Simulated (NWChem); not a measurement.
**[NH2]− (SMILES [NH2-]) at 3 levels**

We compute a comparison of 3 runs (CAM-B3LYP/aug-cc-pVTZ, B2PLYP/aug-cc-pVTZ, wB97X/aug-cc-pVTZ) of [NH2]−. 

Program for the calculation: NWChem 7.3.0.

## Step 1: Starting point

The species is [NH2]− (3 atoms), meant as a singlet with charge -1. As SMILES, `[NH2-]`. Geometry: relaxed at PBE0-D4/def2-TZVPD.

Bond lengths: N1–H2 1.027 Å, N1–H3 1.027 Å. Angles: H2–N1–H3 101.8°.

## Step 2: Energy and forces at CAM-B3LYP/aug-cc-pVTZ (run 1)

Input file h2n.nw:

```
START h2n
TITLE "H2N CAM-B3LYP"
memory 2200 mb
charge -1
GEOMETRY units bohr noautosym nocenter noautoz
  N      0.64666428    -0.38361440     0.31879680
  H      0.23716063     1.51404857     0.29479728
  H     -0.88382491    -1.13043417    -0.61359407
END
BASIS "ao basis" spherical bse
  N library aug-cc-pVTZ
  H library aug-cc-pVTZ
END
DFT
  xc xcamb88 1.00 lyp 0.81 vwn_5 0.19 hfexch 1.00
  cam 0.33 cam_alpha 0.19 cam_beta 0.46
  grid fine
  convergence energy 1e-08
  direct
  maxiter 100
  mulliken
  print low
END
TASK dft gradient
```

Launch:

```console
$ nwchem h2n.nw > h2n.out
```

Log:

```text
[...]
 d= 0,ls=0.0,diis     1    -54.8072497882 -6.24D+01  9.26D-01  4.87D+00     3.8
[...]
 d= 0,ls=0.0,diis    12    -55.9029360048 -7.94D-10  3.65D-07  1.55D-10    40.8
         Total DFT energy =      -55.902936004751
      One electron energy =      -93.244227798885
           Coulomb energy =       37.558302255736
    Exchange-Corr. energy =       -7.759862882531
 Nuclear repulsion energy =        7.542852420929
[...]
      Total Density - Mulliken Population Analysis
     ---------------------------------------------
    Atom       Charge   Shell Charges
 -----------   ------   -------------------------------------------------------
    1 N    7     8.14   1.95  0.23  0.91  0.63  0.10  1.00  1.66  1.16  0.49  0.00  0.01  0.00  0.00  0.00
    2 H    1     0.93   0.27  0.44  0.10 -0.00  0.01  0.04  0.06  0.00  0.00
    3 H    1     0.93   0.27  0.44  0.10 -0.00  0.01  0.04  0.06  0.00  0.00
[...]
                         DFT ENERGY GRADIENTS
    atom               coordinates                        gradient
                 x          y          z           x          y          z
   1 N       0.646664  -0.383614   0.318797    0.003481  -0.002057   0.001717
   2 H       0.237161   1.514049   0.294797   -0.001508   0.001568  -0.000671
   3 H      -0.883825  -1.130434  -0.613594   -0.001973   0.000488  -0.001046
 Task  times  cpu:       65.8s     wall:       65.8s
 Total times  cpu:       65.9s     wall:       65.9s
```

Run time: 67 s. Hardware: 1 thread of AMD EPYC 7R13 (Zen 3), shared host; peak memory 0.1 GiB.

## Step 3: A single-point energy at B2PLYP/aug-cc-pVTZ (run 2)

Input file h2n.nw:

```
echo
START h2n
TITLE "H2N energy"
memory stack 880 mb heap 220 mb global 1100 mb
charge -1

GEOMETRY noautosym nocenter noautoz
  N     0.342200   -0.203000    0.168700
  H     0.125500    0.801200    0.156000
  H    -0.467700   -0.598200   -0.324700
END

BASIS spherical bse
  * library aug-cc-pVTZ
END

DFT
  xc hfexch 0.53 becke88 0.47 lyp 0.73 mp2 0.27
  dftmp2 semidirect
  grid fine
  convergence energy 1e-08
  iterations 100
  mulliken
END

MP2
  freeze core 1
END

TASK dft
```

Launch:

```console
$ nwchem h2n.nw > h2n.out
```

Log:

```text
[...]
          Wavefunction type:  closed shell.
          No. of atoms     :     3
          No. of electrons :    10
[...]
          Charge           :    -1
          Spin multiplicity:     1
[...]
          AO basis - number of functions:    92
[...]
              XC Information
              --------------
                     Hartree-Fock (Exact) Exchange  0.530
                    Becke 1988 Exchange Functional  0.470
              Lee-Yang-Parr Correlation Functional  0.730
[...]
 d= 0,ls=0.0,diis     1    -54.7403500048 -6.23D+01  9.26D-01  4.72D+00     0.9
[...]
 d= 0,ls=0.0,diis    12    -55.7980219537 -2.79D-10  1.91D-07  9.25D-11     8.3
         Total DFT energy =      -55.798021953670
      One electron energy =      -93.246049330092
           Coulomb energy =       37.568073798274
    Exchange-Corr. energy =       -7.662899384196
 Nuclear repulsion energy =        7.542852962344
[...]
      Total Density - Mulliken Population Analysis
     ---------------------------------------------
    Atom       Charge   Shell Charges
 -----------   ------   -------------------------------------------------------
    1 N    7     8.19   1.95  0.22  0.93  0.65  0.08  0.96  1.69  1.21  0.46  0.00  0.02  0.01  0.00  0.00
    2 H    1     0.90   0.27  0.43  0.09 -0.00  0.01  0.04  0.05  0.00  0.00
    3 H    1     0.90   0.27  0.43  0.09 -0.00  0.01  0.04  0.05  0.00  0.00
[...]
  Basis functions       =     92
[...]
```

Wall time 10 s (1 thread of AMD EPYC 7R13 (Zen 3), shared host); peak memory 0.16 GiB.

## Step 4: Energy and forces at wB97X/aug-cc-pVTZ (run 3)

Input file calc.nw:

```
start calc
title "H2N wB97X"
memory stack 880 mb heap 220 mb global 1100 mb
charge -1
geometry units angstroms noautosym nocenter noautoz
 N        0.342200      -0.203000       0.168700
 H        0.125500       0.801200       0.156000
 H       -0.467700      -0.598200      -0.324700
end
basis spherical bse
 N library aug-cc-pVTZ
 H library aug-cc-pVTZ
end
dft
 xc wb97x
 grid fine
 convergence energy 1e-08
 iterations 100
 mulliken
 noprint "final vectors analysis"
end
task dft gradient
```

Launch:

```console
$ nwchem calc.nw > calc.out
```

Log:

```text
[...]
          Wavefunction type:  closed shell.
          No. of atoms     :     3
          No. of electrons :    10
[...]
          Charge           :    -1
          Spin multiplicity:     1
[...]
          AO basis - number of functions:    92
[...]
              XC Information
              --------------
                       wb97x  Method XC Functional
                     Hartree-Fock (Exact) Exchange  1.000
                         wb97x Exchange Functional  1.000
                      wb97x Correlation Functional  1.000
[...]
 d= 0,ls=0.0,diis     1    -54.8222315014 -6.24D+01  9.26D-01  4.73D+00     3.8
[...]
 d= 0,ls=0.0,diis    12    -55.9076584019 -3.34D-09  7.99D-07  1.02D-09    41.7
         Total DFT energy =      -55.907658401916
      One electron energy =      -93.225563014198
           Coulomb energy =       37.540744420941
    Exchange-Corr. energy =       -7.765692771003
 Nuclear repulsion energy =        7.542852962344
[...]
      Total Density - Mulliken Population Analysis
     ---------------------------------------------
    Atom       Charge   Shell Charges
 -----------   ------   -------------------------------------------------------
    1 N    7     8.20   1.96  0.22  0.92  0.57  0.10  0.98  1.71  1.23  0.47  0.00  0.02  0.01  0.00  0.00
    2 H    1     0.90   0.27  0.40  0.10 -0.00  0.02  0.04  0.07  0.00  0.00
    3 H    1     0.90   0.27  0.40  0.10 -0.00  0.02  0.04  0.07  0.00  0.00
[...]
  wavefunction    = closed shell
[...]
                         DFT ENERGY GRADIENTS
    atom               coordinates                        gradient
                 x          y          z           x          y          z
   1 N       0.646664  -0.383614   0.318797    0.003317  -0.001959   0.001636
   2 H       0.237161   1.514048   0.294797   -0.001267   0.001896  -0.000501
   3 H      -0.883825  -1.130434  -0.613594   -0.002050   0.000063  -0.001135
[...]
```

Wall time 68 s (1 thread of AMD EPYC 7R13 (Zen 3), shared host); peak memory 0.1 GiB.

## Step 5: Overview of the runs

```tsv
run	level	task	frozen core orbitals	energy (Eh)	largest force (eV/Å)	wall time
1	CAM-B3LYP/aug-cc-pVTZ	gradient	–	-55.902936	0.226	67 s
2	B2PLYP/aug-cc-pVTZ	energy	1	-55.884821	–	10 s
3	wB97X/aug-cc-pVTZ	gradient	–	-55.907658	0.215	68 s
```

## Step 6: Summary of results

```
                       quantity         value
            run 3: total energy  -55.90766 Eh
run 3: largest force on an atom    0.215 eV/Å
```

In words: Totals of different functionals can't be ranked against each other. In run 2 the HOMO lies above zero, so the outermost electron may be held by the basis alone. All runs together took 2.4 min, the longest 68 s.
